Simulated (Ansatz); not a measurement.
# C2H2O (ethenone) at 6 levels

We compute a comparison of 6 runs (BLYP/STO-3G, PBE0/STO-3G, wB97M-V/STO-3G, BCCD(T)/STO-3G, UCCSD(T)/STO-3G, FCI/STO-3G) of C2H2O (ethenone). 

Program for the calculation: Ansatz 0.2.0.

57 further runs of the same task are left out: 10 that didn't finish, 47 set aside as unsound or not needed.

**1. The structure to begin with**

C2H2O has 5 atoms, charge 0, and is taken as a singlet. As SMILES, `C=C=O`. The O3–C2 distance was set to 1.735 Å, away from the relaxed value.

Bond lengths: C1–C2 1.307 Å, C1–H4 1.080 Å, C1–H5 1.080 Å. Angles: C2–C1–H4 119.5°, C2–C1–H5 119.5°, H4–C1–H5 121.1°. A long bond or contact: C2–O3 1.735 Å.

**2. The energy at BLYP/STO-3G (run 1)**

in.yaml

```yaml
crystal:
  periodic: [false, false, false]
  atoms:
    - {symbol: C, position_ang: [-0.758625, 0.592580, -0.550782]}
    - {symbol: C, position_ang: [0.138475, -0.116220, 0.082418]}
    - {symbol: O, position_ang: [1.329000, -1.057000, 0.922700]}
    - {symbol: H, position_ang: [-1.600925, 0.096280, -1.009182]}
    - {symbol: H, position_ang: [-0.645325, 1.664980, -0.606882]}
basis:
  gaussian:
    orbitals: STO-3G
hamiltonian:
  xc: {name: BLYP}
accuracy: high
```

Run with:

```bash
ansatz run in.yaml --threads 1 --pin off --max-ram 2610MiB --events-out events.jsonl --progress --plain --runs-dir runs
```

Standard output:

```text
Warning: RAYON_NUM_THREADS=1 ignored (pool sized by the plan → 1); use --threads N
Functional definition: BLYP
  name "BLYP"
  parameter beta = 0.0042
  parameter a = 0.04918
  parameter b = 0.132
  parameter c = 0.2533
  parameter d = 0.349
  exchange = b88_x(beta = beta)
  correlation = lyp_c(a = a, b = b, c = c, d = d)
288 factors; integrals over basis functions are off by at most 2.0e-8 eV
mean field evaluation 1: about -4089.0213 eV, gradient 2.8e1 eV
mean field evaluation 2: about -3939.9954 eV, gradient 1.4e2 eV
mean field evaluation 4: about -4082.1046 eV, gradient 4.7e1 eV
mean field evaluation 8: about -4091.7393 eV, gradient 4.0e-2 eV
mean field evaluation 16: about -4072.8357 eV, gradient 5.0e1 eV
mean field -4091.62016690 eV, -150.3642677338 hartree, gradient 3.4e-8 eV, S^2 0.000000; 1 other end points of the search recorded, 0 dependent functions left out
reference -4091.62019958 eV, -150.3642689349 hartree; 11, 11 occupied and 6, 6 virtual orbitals, 288 factors
Total energy: -4091.62019958 eV, -150.3642689349 hartree
```

It took 0.73 s on 1 thread of Intel Xeon Platinum 8488C (Sapphire Rapids), shared host; peak memory 0.11 GiB.

**3. A single-point energy at PBE0/STO-3G (run 2)**

job.yaml

```yaml
crystal:
  periodic: [false, false, false]
  atoms:
    - {symbol: C, position_ang: [-0.758625, 0.592580, -0.550782]}
    - {symbol: C, position_ang: [0.138475, -0.116220, 0.082418]}
    - {symbol: O, position_ang: [1.329000, -1.057000, 0.922700]}
    - {symbol: H, position_ang: [-1.600925, 0.096280, -1.009182]}
    - {symbol: H, position_ang: [-0.645325, 1.664980, -0.606882]}
basis:
  gaussian: {orbitals: STO-3G}
magnetization: {spin_polarized: false}
hamiltonian: {xc: {name: PBE0}}
accuracy: high
```

Run with:

```bash
ansatz run job.yaml --threads 1 --pin off --max-ram 2610MiB --events-out events.jsonl --progress --plain --runs-dir runs
```

Standard output:

```text
Warning: RAYON_NUM_THREADS=1 ignored (pool sized by the plan → 1); use --threads N
Functional definition: PBE0
  name "PBE0"
  parameter a = 0.25
  parameter kappa = 0.804
  parameter beta = 0.06672455060314922
  exchange = (1 - a)*pbe_x(kappa = kappa, mu = beta*pi^2/3) + a*exact_x
  correlation = pbe_c(beta = beta)
288 factors; integrals over basis functions are off by at most 2.0e-8 eV
mean field evaluation 1: about -4083.1930 eV, gradient 3.6e1 eV
mean field evaluation 2: about -3942.7125 eV, gradient 1.4e2 eV
mean field evaluation 4: about -4083.4527 eV, gradient 3.5e1 eV
mean field evaluation 8: about -4083.3720 eV, gradient 3.5e1 eV
mean field evaluation 16: about -4088.0073 eV, gradient 6.2e-9 eV
mean field -4088.00726708 eV, -150.2314961143 hartree, gradient 1.1e-8 eV, S^2 0.000000; 0 other end points of the search recorded, 0 dependent functions left out
reference -4088.00726824 eV, -150.2314961571 hartree; 11, 11 occupied and 6, 6 virtual orbitals, 288 factors
Total energy: -4088.00726824 eV, -150.2314961571 hartree
```

Run time: 0.75 s. Hardware: 1 thread of Intel Xeon Platinum 8488C (Sapphire Rapids), shared host; peak memory 0.11 GiB.

Runs 3 to 5 aren't shown in full; the table further down has their settings and results.

**4. A single-point energy at FCI/STO-3G (run 6)**

molecule.yaml

```yaml
crystal:
  periodic: [false, false, false]
  atoms:
    - {symbol: C, position_ang: [-0.758625, 0.592580, -0.550782]}
    - {symbol: C, position_ang: [0.138475, -0.116220, 0.082418]}
    - {symbol: O, position_ang: [1.329000, -1.057000, 0.922700]}
    - {symbol: H, position_ang: [-1.600925, 0.096280, -1.009182]}
    - {symbol: H, position_ang: [-0.645325, 1.664980, -0.606882]}
basis:
  gaussian:
    orbitals: STO-3G
accuracy: high
correlation:
  method: fci
  frozen_orbitals: {C: 1, H: 0, O: 1}
```

Run with:

```bash
ansatz run molecule.yaml --threads 1 --pin off --max-ram 2610MiB --events-out events.jsonl --progress --plain --runs-dir runs
```

Standard output (excerpt; [...] marks lines left out):

```text
Warning: RAYON_NUM_THREADS=1 ignored (pool sized by the plan → 1); use --threads N
Functional definition: HF
  name "HF"
[...]
288 factors; integrals over basis functions are off by at most 2.0e-8 eV
[...]
mean field -4068.69699094 eV, -149.5218565553 hartree, gradient 9.6e-8 eV, S^2 0.000000; 2 other end points of the search recorded, 0 dependent functions left out; unrestricted orbitals would lower it
unrestricted determinant -4071.54014051 eV, -149.6263403746 hartree, S^2 1.7648
3 core orbitals not correlated: weight in the atoms' cores, before any rotation towards them, 1.000 or more for the frozen orbitals, at most 0.000 for the correlated occupied ones
reference -4068.69699094 eV, -149.5218565553 hartree; 8, 8 occupied and 6, 6 virtual orbitals, 288 factors
state -4076.42778668 eV, -149.8059580584 hartree
Total energy: -4076.42778668 eV, -149.8059580584 hartree
```

Wall time 51 s (1 thread of Intel Xeon Platinum 8488C (Sapphire Rapids), shared host); peak memory 0.95 GiB.

**5. Overview of the runs**

```csv
run,level,frozen core orbitals,energy (Eh),wall time
1,BLYP/STO-3G,–,-150.364269,0.73 s
2,PBE0/STO-3G,–,-150.231496,0.75 s
3,wB97M-V/STO-3G,–,-150.376053,7.5 s
4,BCCD(T)/STO-3G,3,-149.799930,0.18 s
5,UCCSD(T)/STO-3G,3,-149.792703,0.52 s
6,FCI/STO-3G,3,-149.805958,51 s
```

**6. Outcome**

```
                                          quantity          value
                               run 6: total energy  -149.80596 Eh
run 6: correlation energy (3 core orbitals frozen)     -284.1 mEh
```

**Reading.** Against full CI in this basis: BCCD(T) +6.0 mEh; UCCSD(T) +13.3 mEh. Totals of different functionals can't be ranked against each other. In run 4 the log says that unrestricted orbitals would lower the reference, so the values rest on an unstable closed-shell determinant (other closed-shell runs at this shape may share the fault). In runs 1, 2, 3, 4, 5, 6 the basis is minimal, so the values are rough. Spin contamination of the reference: run 5 ⟨S²⟩ = 1.76. Where it is this large, the reference is a mixture of spin states, and values that rest on it are in doubt. All runs together took 61 s, the longest 51 s.
